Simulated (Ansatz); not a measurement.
The inner images of a band of BFH2 + H2S (7 atoms, charge 0, multiplicity 1) are given out of order.

Method: RKS B3LYP-D4/def2-SVP (Ansatz).

Image 0:

```xyz
7
Properties=species:S:1:pos:R:3
B 0.004 0.162 -0.039
F -0.569 0.547 1.114
H 1.205 0.271 -0.128
H -0.713 0.045 -1.005
S 0.124 -2.340 0.349
H -1.160 -2.467 0.757
H 0.581 -2.247 1.619
```

Image 6:

```xyz
7
Properties=species:S:1:pos:R:3
B 0.146 -0.526 -0.418
F -0.162 0.102 2.187
H 1.198 0.046 -0.481
H -0.897 -0.043 -0.754
S 0.243 -2.245 0.102
H -1.071 -2.567 0.027
H 0.015 -0.796 2.005
```

Problem. Put them in order from the first end to the last, with their energies above the first end.
A.
```xyz
7
Properties=species:S:1:pos:R:3
B 0.081 -0.080 0.029
F -0.187 0.268 1.358
H 1.204 0.143 -0.348
H -0.870 -0.050 -0.712
S 0.268 -2.267 0.481
H -1.036 -2.574 0.286
H 0.012 -1.470 1.574
```
B.
```xyz
7
Properties=species:S:1:pos:R:3
B 0.107 -0.291 -0.037
F -0.161 0.036 1.513
H 1.191 0.136 -0.331
H -0.878 -0.022 -0.669
S 0.267 -2.225 0.371
H -1.040 -2.559 0.241
H -0.013 -1.106 1.579
```
C.
```xyz
7
Properties=species:S:1:pos:R:3
B 0.028 0.186 -0.043
F -0.385 0.570 1.172
H 1.202 0.308 -0.298
H -0.814 0.003 -0.889
S 0.227 -2.388 0.440
H -1.113 -2.559 0.517
H 0.328 -2.150 1.768
```
D.
```xyz
7
Properties=species:S:1:pos:R:3
B 0.134 -0.457 -0.233
F -0.156 0.054 1.777
H 1.192 0.090 -0.368
H -0.898 -0.017 -0.650
S 0.263 -2.249 0.174
H -1.054 -2.564 0.146
H -0.010 -0.885 1.823
```
E.
```xyz
7
Properties=species:S:1:pos:R:3
B 0.064 0.103 -0.012
F -0.229 0.475 1.251
H 1.211 0.219 -0.371
H -0.860 -0.010 -0.781
S 0.264 -2.365 0.502
H -1.055 -2.622 0.348
H 0.077 -1.829 1.730
```

Solution. C (+0.01 eV), E (+0.05 eV), A (+0.37 eV), B (+1.06 eV), D (+0.82 eV).

Time of the run: 2.1 min on 1 thread of Arm Neoverse V2, on a shared host, peak memory 0.12 GiB.
